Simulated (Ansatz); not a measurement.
`C=C=CN`. Total charge 0; spin multiplicity 1.

```xyz
9

C    -0.360   -0.063    1.843
C    -0.337    0.051    0.547
C    -0.319    0.212   -0.750
N     0.800    0.128   -1.585
H    -0.605   -1.004    2.331
H    -0.136    0.778    2.496
H    -1.236    0.506   -1.253
H     0.599   -0.291   -2.480
H     1.594   -0.319   -1.150
```

(1) List the harmonic frequencies (cm⁻¹, unscaled) at PBE0-D4/def2-TZVP in Ansatz. (Best estimate.)

(2) Is this a minimum?

(3) Give the ideal-gas thermochemistry at 298.15 K and 1 bar (rigid rotor, harmonic oscillator; point group C1, symmetry number 1).

Answers

(1) The calculation gave: 211, 260, 328, 606, 617, 720, 903, 914, 981, 1028, 1182, 1248, 1410, 1511, 1651, 2076, 3111, 3163, 3180, 3564, 3665.

(2) Yes, all 21 modes are real.

(3) Zero-point energy 193.4 kJ/mol; H(298) − E = 208.6 kJ/mol; entropy 285.5 J/(mol·K), of which translation 158.9, rotation 98.7, vibration 27.9; G(298) − E = 123.5 kJ/mol.
